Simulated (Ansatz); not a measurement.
Molecule (SMILES): [CH]=C=O, doublet.
Atoms: C1, C2, H3, O4. Bonds: C1-C2, C1-H3, C2-O4.

Basis-set convergence of the highest harmonic wavenumber at PBE with Ansatz (an electronic-structure program). Each level at its own minimum, finite differences of forces, unscaled; the reference is a large set that could be run, not a limit. Cartesian d functions, on some or all atoms, in 6-31G*, 6-31G**; all else is spherical. The program fits the integrals of some runs and decomposes those of others, by size. Open shells are unrestricted. No added dispersion term, no relativity. Reference: the value in aug-pcseg-2, 3259 cm⁻¹, itself unsure by roughly 5 cm⁻¹ (its mean distance from aug-cc-pVTZ, def2-TZVPPD). Deviations are taken from unrounded values.

```json
[
 {"basis": "STO-3G", "functions": "16"},
 {"basis": "6-31G", "functions": "29"},
 {"basis": "def2-SV(P)", "functions": "44"},
 {"basis": "6-31G*", "functions": "47"},
 {"basis": "cc-pVDZ", "functions": "47"},
 {"basis": "def2-SVP", "functions": "47"},
 {"basis": "6-31G**", "functions": "50"},
 {"basis": "6-311G**", "functions": "60"},
 {"basis": "def2-TZVP", "functions": "99"},
 {"basis": "cc-pVTZ", "functions": "104"},
 {"basis": "def2-TZVPP", "functions": "107"}
]
```

Q: Which is the smallest set listed that can be trusted to 50 cm⁻¹ here, that is, within that of the reference together with its larger relatives (same family, alike in diffuse functions; a set with none to test it counts only in the reference's own line)?

A: The smallest set listed that lies within 50 cm⁻¹ of the reference with all its larger relatives (same family, alike in diffuse functions; a set with none counts only in the reference's own line) is def2-SV(P) (44 functions, 9 cm⁻¹ off). Value minus reference: STO-3G 162, 6-31G 120, def2-SV(P) 9, 6-31G* 20, cc-pVDZ -16, def2-SVP 24, 6-31G** 19, 6-311G** 7, def2-TZVP -1, cc-pVTZ -5, def2-TZVPP -3 cm⁻¹.
